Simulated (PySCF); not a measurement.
phosphine (H3P), SMILES P. Geometry: PBE0-D3(BJ)/def2-TZVPD.

Question: Give the equilibrium geometry at PBE0-D3(BJ)/def2-TZVPD (PySCF confirms it by a frequency run) as a Z-matrix, and its point group. (An estimate is asked for; the answer gives what the named calculation found.)

Answer: point group C3v.
```
P
H 1 1.4198
H 1 1.4198 2 93.10
H 1 1.4198 2 93.10 3 -93.28
```
Charge 0, spin multiplicity 1.
